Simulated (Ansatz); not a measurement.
Input for Ansatz (development build ahead of 0.2.0):

```yaml
crystal:
  periodic: [false, false, false]
  atoms:
    - { symbol: H, position_ang: [-0.9099, 1.44406, 0.59794] }
    - { symbol: B, position_ang: [-0.46148, 0.36487, 0.6544] }
    - { symbol: S, position_ang: [0.24372, -1.3323, 0.74318] }
basis:
  gaussian: { orbitals: cc-pVDZ }
magnetization:
  spin_polarized: true
hamiltonian:
  xc: hf
correlation:
  method: ccsd_t
  frozen_orbitals: { B: 1, H: 0, S: 5 }
```

The input is written out in the form of the current development build from the run's settings.

The run gave:

- Converged: yes
- Reference energy: -422.77943 hartree
- CCSD correlation energy: -0.23409 hartree
- Triples correction: -0.01304 hartree
- Total energy: -423.02657 hartree
- T1 diagnostic: 0.036
- Largest doubles amplitude: 0.09
